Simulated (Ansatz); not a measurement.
System: 1T (CdI2-type) HfS2. Method: LDA (Ansatz, a quantum-chemistry and plane-wave program, plane waves, PAW).

Run with plane-wave cutoff 520 eV, 12×12×6 k mesh (along the axes of the cell as run), perturbation theory, scalar-relativistic PAW data made under PBE.

Cell (relaxed at this level):

```cif
data_HfS2
_chemical_formula_sum 'Hf1 S2'
_space_group_name_H-M_alt 'P-3m1'
_space_group_IT_number 164
_space_group_name_Hall '-P 3 2"'
_cell_length_a 3.55594
_cell_length_b 3.55594
_cell_length_c 5.68084
_cell_angle_alpha 90.000
_cell_angle_beta 90.000
_cell_angle_gamma 120.000
loop_
_atom_site_label
_atom_site_type_symbol
_atom_site_symmetry_multiplicity
_atom_site_Wyckoff_symbol
_atom_site_fract_x
_atom_site_fract_y
_atom_site_fract_z
_atom_site_occupancy
Hf1 Hf 1 a 0.00000 0.00000 0.00000 1
S1 S 2 d 0.33333 0.66667 0.25456 1
```

Question: Give the computed electronic dielectric constant ε∞ (mean over three axes) and dielectric constant ε0 (ions relaxed) (mean over three axes).

Answer: 
- electronic dielectric constant ε∞ (mean over three axes) = 10.4
- dielectric constant ε0 (ions relaxed) (mean over three axes) = 33.3

Spin–orbit coupling is not included.
